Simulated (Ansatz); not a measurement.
We consider Pb3Br2(SeO3)2 (C2/c, No. 15; cell taken from a computed entry), described by r²SCAN (Ansatz, a first-principles code, PAW).

Settings: plane-wave cutoff 560 eV, 8×8×4 k mesh (along the axes of the cell as run), Fermi–Dirac smearing 0.01 eV, scalar-relativistic PAW data made under PBE.

Cell (relaxed with PBEsol):

```cif
data_Br4O12Pb6Se4
_chemical_formula_sum 'Pb6 Se4 Br4 O12'
_space_group_name_H-M_alt 'P 1'
_space_group_IT_number 1
_cell_length_a 7.26961
_cell_length_b 7.26961
_cell_length_c 13.31717
_cell_angle_alpha 93.175
_cell_angle_beta 93.175
_cell_angle_gamma 45.690
loop_
_space_group_symop_operation_xyz
  'x, y, z'
loop_
_atom_site_label
_atom_site_type_symbol
_atom_site_fract_x
_atom_site_fract_y
_atom_site_fract_z
_atom_site_occupancy
Pb1 Pb 0.43607 0.56393 0.25000 1
Pb2 Pb 0.56393 0.43607 0.75000 1
Pb3 Pb 0.19576 0.21808 0.35481 1
Pb4 Pb 0.80424 0.78192 0.64519 1
Pb5 Pb 0.78192 0.80424 0.14519 1
Pb6 Pb 0.21808 0.19576 0.85481 1
Se1 Se 0.89120 0.89643 0.38232 1
Se2 Se 0.10880 0.10357 0.61768 1
Se3 Se 0.10357 0.10880 0.11768 1
Se4 Se 0.89643 0.89120 0.88232 1
Br1 Br 0.65602 0.63479 0.44268 1
Br2 Br 0.34398 0.36521 0.55732 1
Br3 Br 0.36521 0.34398 0.05732 1
Br4 Br 0.63479 0.65602 0.94268 1
O1 O 0.06431 0.61953 0.30395 1
O2 O 0.93569 0.38047 0.69605 1
O3 O 0.38047 0.93569 0.19605 1
O4 O 0.61953 0.06431 0.80395 1
O5 O 0.62407 0.09893 0.30335 1
O6 O 0.37593 0.90107 0.69665 1
O7 O 0.90107 0.37593 0.19665 1
O8 O 0.09893 0.62407 0.80335 1
O9 O 0.06929 0.96116 0.36497 1
O10 O 0.93071 0.03884 0.63503 1
O11 O 0.03884 0.93071 0.13503 1
O12 O 0.96116 0.06929 0.86497 1
```

Question: What does this level give for the band gap and Γ–Γ gap?

Answer: 
- band gap = 3.26 eV
- Γ–Γ gap = 4.03 eV

Note: cell and atoms aren't relaxed at this level (largest force component 0.41 eV/Å, pressure 0.5 GPa).

Spin–orbit coupling is not included; with these elements it can move the gap by several tenths of an eV or more.

Static lattice: no zero-point or thermal effects.
